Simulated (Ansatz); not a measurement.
formamide (CH₃NO), SMILES C(=O)N.

The structure is a stationary point at B3LYP-D3(BJ)/def2-TZVP. The values are those of a single conformer.

Two levels are set side by side: PBE/def2-TZVPD (Ansatz, a first-principles code) and PBE0/def2-TZVPD (Ansatz). Energy differences of separate SCF runs at the same geometry; the states with an electron removed or added have multiplicity 2 and 2. Differences are taken from unrounded values.

```
quantity                             PBE
---------------------------------  -----
vertical ionisation energy (eV)    10.24
vertical singlet–triplet gap (eV)   5.20
```

These are the PBE values. What does PBE0 give? (Estimate from the structure and the level; the computed values follow.)


| quantity | PBE0 | PBE minus PBE0 |
|---|---|---|
| vertical ionisation energy (eV) | 10.21 | 0.03 |
| vertical singlet–triplet gap (eV) | 5.06 | 0.13 |
